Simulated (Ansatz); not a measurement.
Total energies of `CSCF`.

```xyz
9

C     0.6472    0.1781    1.1998
S     0.8664   -0.7437   -0.3296
C    -0.5606   -0.1852   -1.2295
F    -1.7460   -0.6994   -0.7419
H     0.6732    1.2535    1.0164
H    -0.2866   -0.0991    1.6877
H     1.4788   -0.0884    1.8523
H    -0.4354   -0.5205   -2.2615
H    -0.6369    0.9046   -1.1935
```

The species carries charge 0 and has multiplicity 1. Geometry: relaxed with PBE0-D4/def2-TZVP. It is one conformer, not always the lowest. Basis def2-TZVPP, Ansatz 0.2.0.

RPA on PBE orbitals: Hartree–Fock energy of these orbitals -575.64367 Eh, correlation -1.26335 Eh (frozen core).

| functional | energy without D4 (Eh) | D4 term (kJ/mol) |
| --- | --- | --- |
| LDA (SPW92) | -574.57763 | – |
| PBE | -576.95979 | -14.6 |
| BLYP | -577.28034 | -33.1 |
| r2SCAN | -577.21666 | -3.5 |
| PBE0 | -577.00400 | -12.1 |
| B3LYP | -577.35845 | -23.5 |
| r2SCANh | -577.20619 | -3.7 |
| r2SCAN0 | -577.19149 | -4.0 |
| HSE06 (plane-wave form) | -576.98772 | -11.2 |
| CAM-B3LYP | -577.27718 | -12.1 |
| LC-ωPBE | -577.12083 | – |
| ωB97X-V | -577.21903 | – |
| B2PLYP | -577.07825 | – |
| PBE-QIDH | -576.89463 | – |

Task: Give the same for revPBE, B97M-V, BHLYP, ωB97M-V. (Estimate.)

Result: The calculation gave: 
```
functional  energy without D4 (Eh)  D4 term (kJ/mol)
    revPBE              -577.20593             -49.9
    B97M-V              -577.19730                 –
     BHLYP              -577.24339             -16.7
   ωB97M-V              -577.24171                 –
```

B3LYP takes the VWN-RPA correlation (the form of Gaussian; ORCA's B3LYP/G). HSE06 is the plane-wave form, built on full-range PBE exchange. The double hybrids freeze the cores in their second-order part.

LC-ωPBE has ω = 0.4 bohr⁻¹.
